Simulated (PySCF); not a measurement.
Members of the series SiXY, Y = H; each row names its spin state. All species are isolated molecules in the gas phase. One relaxed conformer stands for each flexible species; it need not be the lowest. Strings in code marks are SMILES.

The highest occupied spin orbital from two functionals at the same geometries (PBE0-D3(BJ)/def2-TZVP), both in PySCF: PBE-D3(BJ)/def2-TZVP and PBE0-D3(BJ)/def2-TZVP. 

```csv
species,PBE-D3(BJ)/def2-TZVP (eV)
"X = H, multiplicity 3 (`[SiH2]` (excited triplet))",-4.72
"X = methyl, multiplicity 3 (`C[SiH]` (excited triplet))",-4.09
"X = fluoro, multiplicity 3 (`F[SiH]` (excited triplet))",-4.28
"X = chloro, multiplicity 3 (`[SiH]Cl` (excited triplet))",-4.42
"X = hydroxy, multiplicity 3 (`O[SiH]` (excited triplet; H–O–Si–H torsion 98°))",-4.02
"X = silyl, multiplicity 3 (`[SiH][SiH3]` (excited triplet))",-4.77
"X = cyano, multiplicity 3 (`N#C[SiH]` (excited triplet))",-5.48
"X = ethynyl, multiplicity 3 (`C#C[SiH]` (excited triplet))",-4.56
"X = mercapto, multiplicity 3 (`[SiH]S` (excited triplet; H–Si–S–H torsion 93°))",-4.62
"X = vinyl, multiplicity 3 (`C=C[SiH]` (excited triplet; C–C–Si–H torsion 0°))",-4.28
```

Problem. What does PBE0-D3(BJ)/def2-TZVP give for each?

Solution. 
- X = H, multiplicity 3 (`[SiH2]` (excited triplet)): -5.76
- X = methyl, multiplicity 3 (`C[SiH]` (excited triplet)): -5.13
- X = fluoro, multiplicity 3 (`F[SiH]` (excited triplet)): -5.40
- X = chloro, multiplicity 3 (`[SiH]Cl` (excited triplet)): -5.51
- X = hydroxy, multiplicity 3 (`O[SiH]` (excited triplet; H–O–Si–H torsion 98°)): -5.10
- X = silyl, multiplicity 3 (`[SiH][SiH3]` (excited triplet)): -5.79
- X = cyano, multiplicity 3 (`N#C[SiH]` (excited triplet)): -6.53
- X = ethynyl, multiplicity 3 (`C#C[SiH]` (excited triplet)): -5.55
- X = mercapto, multiplicity 3 (`[SiH]S` (excited triplet; H–Si–S–H torsion 93°)): -5.69
- X = vinyl, multiplicity 3 (`C=C[SiH]` (excited triplet; C–C–Si–H torsion 0°)): -5.23
Over these rows, drawn at random from the members with no instability flagged (it was tested for open shells, ions and some series alone), PBE minus PBE0-D3(BJ): mean +1.04 eV, from +0.94 eV to +1.12 eV.
